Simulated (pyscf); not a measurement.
PySCF, gas phase, ωB97X-D3(BJ)/def2-SVP geometries.

Task: For HP=PH + PH₃ → HP=P–PH₂ + H₂, a four-centre exchange (singlet surface; H–P, H–P broken, P–P, H–H formed), PBE/def2-TZVP gives ΔE‡ = 1.72 eV and ΔE = +0.02 eV (zero: the separated reactants). In which direction and how far do B3LYP-D3(BJ)/def2-TZVP, PBE0-D3(BJ)/def2-TZVP, ωB97M-D3(BJ)/def2-TZVP move these?

Result: B3LYP-D3(BJ): ΔE‡ = 2.21 eV, ΔE = +0.06 eV; PBE0-D3(BJ): ΔE‡ = 1.88 eV, ΔE = +0.02 eV; ωB97M-D3(BJ): ΔE‡ = 2.42 eV, ΔE = +0.14 eV. PBE's barrier lies under all of them, by 0.16 to 0.71 eV. Its reaction energy matches one of them and lies within 0.13 eV of the others. Low barriers are usual for a GGA, whose delocalisation error favours stretched bonds. The same reactants have a lower exit, to H₂P–PH–PH₂ (barrier +2.11 eV at ωB97M-D3(BJ)/def2-TZVP, against +2.42 eV here). One saddle was located; it need not be the lowest between these sides.
